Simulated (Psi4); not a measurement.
A dimer, C2H2 ··· CH4O (SMILES C#C and CO); the first 4 atoms form monomer A.

```
10

C     -0.5949    -0.0083    -0.0644
C      0.5949     0.0083     0.0644
H     -1.6513    -0.0232    -0.1781
H      1.6513     0.0231     0.1780
C      3.5926    -0.4462    -1.8184
O      3.5741    -0.1328    -0.4327
H      2.5569    -0.4456    -2.1549
H      4.1456     0.2972    -2.4032
H      4.0179    -1.4370    -2.0127
H      4.4789    -0.1258    -0.1057
```

### Question
What interaction energy does SAPT0/jun-cc-pVDZ, frozen core in Psi4 give, and which attractive term is the largest?

### Answer
Total -3.45 kcal/mol: electrostatics -6.45, exchange 6.69, induction -1.73, dispersion -1.96. The most attractive term is electrostatics.
